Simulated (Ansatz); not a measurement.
System: 1T (CdI2-type) HfS₂. Method: PBEsol in Ansatz (plane waves, PAW).

Settings: plane-wave cutoff 520 eV, 12×12×6 k mesh (along the axes of the cell as run), Fermi–Dirac smearing 0.01 eV, scalar-relativistic PAW data made under PBE.

Cell (measured lattice):

```yaml
crystal:
  lattice:
    - [3.63500, 0.00000, 0.00000]
    - [-1.81750, 3.14800, 0.00000]
    - [0.00000, 0.00000, 5.83700]
  atoms:
    - { symbol: Hf, position: [0.00000, 0.00000, 0.00000] }
    - { symbol: S, position: [0.33333, 0.66667, 0.24471] }
    - { symbol: S, position: [0.66667, 0.33333, 0.75529] }
```

### Question
What does this level give for the band gap, smallest direct gap on the k points sampled and direct gap at Γ?

### Answer

- band gap: 0.93 eV
- smallest direct gap on the k points sampled: 1.78 eV
- direct gap at Γ: 1.81 eV

Measured, for comparison: band gap 1.8 eV (temperature not stated, no zero-point or thermal correction, fundamental, indirect, our sources range from 1.80 to 1.96; as tabulated in Rybak et al. (2022), arXiv:2210.12074).

Note: cell and atoms aren't relaxed at this level (pressure -1.1 GPa).

Spin–orbit coupling is not included.

Ansatz is a quantum-chemistry and plane-wave program.
